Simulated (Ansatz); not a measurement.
Litharge PbO

All values below come from PBE (Ansatz, an electronic-structure program, PAW).

Settings: plane-wave cutoff 520 eV, 10×10×8 k mesh (along the axes of the cell as run), scalar-relativistic PAW data made under PBE.

Cell: relaxed at this level.

```yaml
elastic constant C11: 51.5 GPa
elastic constant C12: 49.6 GPa
elastic constant C13: 4.23 GPa
elastic constant C33: 6.96 GPa
elastic constant C44: 4.82 GPa
elastic constant C66: 49.1 GPa
Voigt–Reuss–Hill bulk modulus: 16.0 GPa
polycrystal shear modulus (Hill average): 9.08 GPa
young_modulus: 22.9 GPa
poisson_ratio: 0.261
```

Note: the cell comes from a level without a dispersion term, which matters for the spacing of layers, chains or molecules; the cell has widely spaced layers and the level no dispersion term, so their spacing and the moduli can rest on weak binding.

Elastic constants are with the ions relaxed.

Spin–orbit coupling is not included; it can shift volumes and moduli of such heavy elements.

Computed values are for the static lattice.

The result took about 40 core-minutes (a rough figure).
